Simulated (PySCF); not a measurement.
System: rock-salt LiCl. Method: PBE0 (PySCF, GTH pseudopotentials, Gaussian basis, DZ basis).

The same calculation (at the measured cell, 16.974 Å³/atom) with different numerical settings:

```json
[
 {"run": "1", "k mesh": "2×2×2", "gap on the mesh (eV)": "8.602", "total energy (eV/atom)": "-307.2097"},
 {"run": "2", "k mesh": "3×3×3", "gap on the mesh (eV)": "8.521", "total energy (eV/atom)": "-307.3791"},
 {"run": "3", "k mesh": "4×4×4", "gap on the mesh (eV)": "8.482", "total energy (eV/atom)": "-307.3830"}
]
```

In the column total energy (eV/atom) the first row differs from the last by +0.1733 and the next to last by +0.0039.

The last row is no converged limit: other settings stay fixed.
